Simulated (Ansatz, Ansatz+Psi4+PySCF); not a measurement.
Two shapes of singlet CHN.

Shape 1:

```xyz
3

C     0.0000    0.0000   -0.5118
N     0.0000    0.0000    0.6645
H     0.0000    0.0000   -1.5808
```

Shape 2:

```xyz
3

C     0.0000    0.0000   -0.4951
N     0.0000    0.0000    0.6311
H     0.0000    0.0000   -1.5641
```

Basis set: cc-pVTZ (spherical functions). Frozen core: 2 orbitals. Charge 0, multiplicity 1.

Computed with Ansatz (development build ahead of 0.2.0) and Psi4 1.11; each method stands on the lowest determinant of its kind that the runs found.

Which shape is lower in energy, and by how much in each method?

```json
{"method": "RHF", "E(2) − E(1) (eV)": "-0.179"}
{"method": "RHF-MP2", "E(2) − E(1) (eV)": "0.091"}
{"method": "RHF-CCSD(T)", "E(2) − E(1) (eV)": "0.057"}
```

The methods disagree on the order.
